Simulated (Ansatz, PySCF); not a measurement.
Bond stretch in SMILES C=O. The C1–O4 bond (C1 also carries H, H; O4 carries nothing else) is stretched with both fragments frozen at the PBE0/def2-TZVP optimised geometry.

Levels of theory: RHF/cc-pVTZ (Ansatz, a first-principles code); UHF/cc-pVTZ (Ansatz); RKS-BP86/6-31G* = restricted BP86/6-31G*, spherical d in PySCF.

Energies are in mEh, each relative to the lowest point of its own curve near equilibrium.

```csv
R / Å,RHF,UHF,RKS-BP86/6-31G*
0.97,129.9,129.9,167.2
1.01,76.5,76.5,106.0
1.09,16.8,16.8,32.8
1.14,2.2,2.2,10.7
1.16,0.0,0.0,5.6
1.20,0.4,0.4,0.3
1.23,4.3,4.3,0.0
1.25,8.2,7.9,1.2
1.31,25.3,20.8,10.2
1.38,52.0,38.4,27.7
1.50,106.3,71.4,66.8
1.60,153.0,98.8,102.4
1.79,226.9,139.8,167.4
1.97,268.6,157.6,221.0
2.17,295.0,164.7,269.8
2.43,314.2,167.3,317.9
2.61,322.0,167.8,342.6
2.91,329.7,168.1,372.1
3.26,334.1,168.3,393.7
3.57,336.2,168.4,405.3
4.21,338.1,168.5,416.9
```

At the longest distance, 4.21 Å, RKS-BP86/6-31G* lies highest above its minimum (416.9 mEh) and UHF lowest (168.5 mEh).

The restricted form behind RHF, RKS-BP86/6-31G* keeps the bonding electrons paired and can't separate into open-shell fragments. The unrestricted determinant behind UHF is spin-contaminated at 1.25 to 4.21 Å (<S²> up to 2.0, against 0.00 for a pure singlet).
